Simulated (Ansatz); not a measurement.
# BN (boron nitride) at 6 levels

Aim: a comparison of 6 runs (UHF/6-31G, UBLYP/6-31G, UCAM-B3LYP/3-21G, UPBE0/3-21G, USVWN5/6-31G, UCCSDTQ/6-31G) of BN (boron nitride). 

The results are computed with Ansatz 0.2.0.

69 further runs of the same task are left out: 69 set aside as unsound or not needed.

**1. Starting point**

BN: 2 atoms, total charge 0, spin state triplet. SMILES: `B#N`. The N2–B1 distance was set to 2.631 Å, away from the relaxed value.

**2. The energy at UHF/6-31G (run 1)**

Input file run.yaml:

```yaml
crystal:
  periodic: [false, false, false]
  atoms:
    - symbol: B
      position_ang: [-0.000000, -0.000000, -1.338950]
    - symbol: "N"
      position_ang: [0.000000, 0.000000, 1.291950]
basis:
  gaussian:
    orbitals: 6-31G
total_charge: 0
accuracy: high
hamiltonian:
  xc: hf
magnetization:
  spin_polarized: true
  initial_magnetization: 2
```

Launch:

```
$ ansatz run run.yaml --threads 1 --pin off --max-ram 3480MiB --events-out events.jsonl --progress --plain --runs-dir runs
```

The program printed:

```text
Warning: RAYON_NUM_THREADS=1 ignored (pool sized by the plan → 1); use --threads N
Functional definition: HF
  name "HF"
  exchange = exact_x
  correlation = 0
415 factors; integrals over basis functions are off by at most 3.6e-9 eV
mean field evaluation 1: about -2142.5334 eV, gradient 1.4e1 eV
mean field evaluation 2: about -2142.5350 eV, gradient 1.4e1 eV
mean field evaluation 4: about -2145.3024 eV, gradient 4.3e0 eV
mean field evaluation 8: about -2147.0218 eV, gradient 2.9e-1 eV
mean field evaluation 16: about -2147.0229 eV, gradient 4.4e-7 eV
mean field evaluation 32: about -2146.9645 eV, gradient 1.4e0 eV
mean field evaluation 64: about -2146.9192 eV, gradient 8.9e-1 eV
mean field evaluation 96: about -2145.0617 eV, gradient 9.5e-1 eV
mean field evaluation 128: about -2147.0203 eV, gradient 3.2e-1 eV
mean field -2147.02290209 eV, -78.9016363473 hartree, gradient 2.7e-8 eV, S^2 2.880172; 3 other end points of the search recorded, 0 dependent functions left out
reference -2147.02290209 eV, -78.9016363473 hartree; 7, 5 occupied and 11, 13 virtual orbitals, 415 factors
Total energy: -2147.02290209 eV, -78.9016363473 hartree
```

Wall time 0.18 s (1 thread of Intel Xeon 6975P-C (Granite Rapids), shared host).

**3. The energy at UBLYP/6-31G (run 2)**

Input file job.yaml:

```yaml
basis:
  gaussian:
    orbitals: 6-31G
crystal:
  periodic: [false, false, false]
  atoms:
    - {symbol: B, position_ang: [-0.000000, -0.000000, -1.338950]}
    - {symbol: N, position_ang: [0.000000, 0.000000, 1.291950]}
magnetization:
  spin_polarized: true
  initial_magnetization: 2
hamiltonian:
  xc: {name: BLYP}
accuracy: high
```

Launch:

```
$ ansatz run job.yaml --threads 1 --pin off --max-ram 3480MiB --events-out events.jsonl --progress --plain --runs-dir runs
```

The program printed:

```text
Warning: RAYON_NUM_THREADS=1 ignored (pool sized by the plan → 1); use --threads N
Functional definition: BLYP
  name "BLYP"
  parameter beta = 0.0042
  parameter a = 0.04918
  parameter b = 0.132
  parameter c = 0.2533
  parameter d = 0.349
  exchange = b88_x(beta = beta)
  correlation = lyp_c(a = a, b = b, c = c, d = d)
415 factors; integrals over basis functions are off by at most 3.6e-9 eV
mean field evaluation 1: about -2145.8910 eV, gradient 3.3e1 eV
mean field evaluation 2: about -1956.2631 eV, gradient 8.9e1 eV
mean field evaluation 4: about -2156.0818 eV, gradient 3.0e0 eV
mean field evaluation 8: about -2156.1961 eV, gradient 9.4e-3 eV
mean field evaluation 16: about -2156.1968 eV, gradient 2.5e-6 eV
mean field evaluation 32: about -2155.7379 eV, gradient 1.2e-4 eV
mean field -2156.19676782 eV, -79.2387696946 hartree, gradient 6.8e-9 eV, S^2 2.293138; 5 other end points of the search recorded, 0 dependent functions left out
reference -2156.19680101 eV, -79.2387709144 hartree; 7, 5 occupied and 11, 13 virtual orbitals, 415 factors
Total energy: -2156.19680101 eV, -79.2387709144 hartree
```

It took 0.78 s on 1 thread of Intel Xeon 6975P-C (Granite Rapids), shared host.

Runs 3 to 5 aren't shown in full; the table further down has their settings and results.

**4. A single-point energy at UCCSDTQ/6-31G (run 6)**

Input file molecule.yaml:

```yaml
crystal:
  periodic: [false, false, false]
  atoms:
    - {symbol: B, position_ang: [-0.000000, -0.000000, -1.338950]}
    - {symbol: "N", position_ang: [0.000000, 0.000000, 1.291950]}
basis:
  gaussian:
    orbitals: 6-31G
magnetization:
  spin_polarized: true
  initial_magnetization: 2
correlation:
  method: ccsdtq
  frozen_orbitals: {B: 1, "N": 1}
accuracy: high
scf:
  omitted_lower_state_checks: [cluster_reference, increment]
```

Launch:

```
$ ansatz run molecule.yaml --threads 1 --pin off --max-ram 3480MiB --events-out events.jsonl --progress --plain --runs-dir runs
```

The program printed:

```text
Warning: RAYON_NUM_THREADS=1 ignored (pool sized by the plan → 1); use --threads N
[... 16 lines left out ...]
2 core orbitals not correlated: weight in the atoms' cores, before any rotation towards them, 1.000 or more for the frozen orbitals, at most 0.000 for the correlated occupied ones
[... 65 lines left out ...]
Total energy: -2149.55580539 eV, -78.9947188267 hartree
Checks for a lower state left out: cluster_reference, increment
```

It took 27 s on 1 thread of Intel Xeon 6975P-C (Granite Rapids), shared host; peak memory 0.28 GiB.

**5. All runs side by side**

| run | level | frozen core orbitals | energy (Eh) | ⟨S²⟩ | wall time |
| --- | --- | --- | --- | --- | --- |
| 1 | UHF/6-31G | – | -78.901636 | 2.880 | 0.18 s |
| 2 | UBLYP/6-31G | – | -79.238771 | 2.293 | 0.78 s |
| 3 | UCAM-B3LYP/3-21G | – | -78.785713 | 2.654 | 1.2 s |
| 4 | UPBE0/3-21G | – | -78.730696 | 2.594 | 0.66 s |
| 5 | USVWN5/6-31G | – | -78.490496 | 2.298 | 0.48 s |
| 6 | UCCSDTQ/6-31G | 2 | -78.994719 | 2.880 | 27 s |

**6. What came out**

```
                                          quantity         value
                               run 6: total energy  -78.99472 Eh
run 6: correlation energy (2 core orbitals frozen)     -93.1 mEh
          run 6: ⟨S²⟩ of the reference determinant         2.880
                              run 6: T1 diagnostic         0.070
```

In words: Totals of different functionals can't be ranked against each other. Spin contamination of the reference: run 1 ⟨S²⟩ = 2.88, run 6 ⟨S²⟩ = 2.88, run 3 ⟨S²⟩ = 2.65, run 4 ⟨S²⟩ = 2.59, run 5 ⟨S²⟩ = 2.30, run 2 ⟨S²⟩ = 2.29. Where it is this large, the reference is a mixture of spin states, and values that rest on it are in doubt. All runs together took 30 s, the longest 27 s.
